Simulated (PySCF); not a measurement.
# Spin-Hamiltonian simulation

Molecule: SMILES c1ccnnc1, C₄H₄N₂.

Cartesian coordinates in Å; atom numbers follow the order of the lines, from 1:
```xyz
10

C     0.6730    0.8236    0.0608
C    -0.7073    0.7940    0.0449
C    -1.3065   -0.4616   -0.0486
N    -0.6132   -1.5810   -0.1197
N     0.6849   -1.5532   -0.1022
C     1.3276   -0.4052   -0.0151
H     1.2254    1.7489    0.1291
H    -1.3003    1.6946    0.1022
H    -2.3809   -0.5792   -0.0679
H     2.4062   -0.4763   -0.0059
```

[PySCF 2.14: GFN2-xTB geometry; NMR shieldings at PBE0/pcSseg-1/GIAO; spin–spin couplings from B3LYP/pcJ-1 (spin–dipole term only in couplings to heteroatoms); in vacuum; a single conformation; non-relativistic Hamiltonian; one averaged value for each set of equivalent atoms]

Chemical shifts δ = σref − σ; $^{1}$H (σref 31.72) against TMS, all at this level.

The 4-spin Hamiltonian (Zeeman plus full scalar coupling among like nuclei) was diagonalised exactly; lines are Lorentzian, 0.7 Hz wide, and the maxima above 3 % are listed with the tallest set to 100.

Peak list at 400 MHz for the spins H7/H8/H9/H10:
Hz from δ = 0 (height): 3860.1 (3), 3855.6 (89), 3852.4 (100), 3851.7 (100), 3848.5 (91), 3844.0 (3), 2984.0 (3), 2979.6 (91), 2976.4 (100), 2975.7 (100), 2972.5 (89), 2968.0 (3)

Extract the chemical shifts and coupling constants behind this pattern (give the signs of the calculation).

Answers


Shifts (ppm): H7/H8 7.44, H9/H10 9.63.
Couplings (Hz): H7–H8: 8.9; H7–H9, H8–H10: 1.7; H7–H10, H8–H9: 5.4; H9–H10: 1.3.
These are the parameters used. A line list fixes at most the relative signs, and those only where coupling is strong; other parameter sets or atom labellings may fit too, and couplings well below the line width leave little trace. Those between chemically equivalent but magnetically inequivalent protons (AA′, BB′) do shape the pattern.

Unscaled 3J(H,H) at this level run about 10 % above measured values.
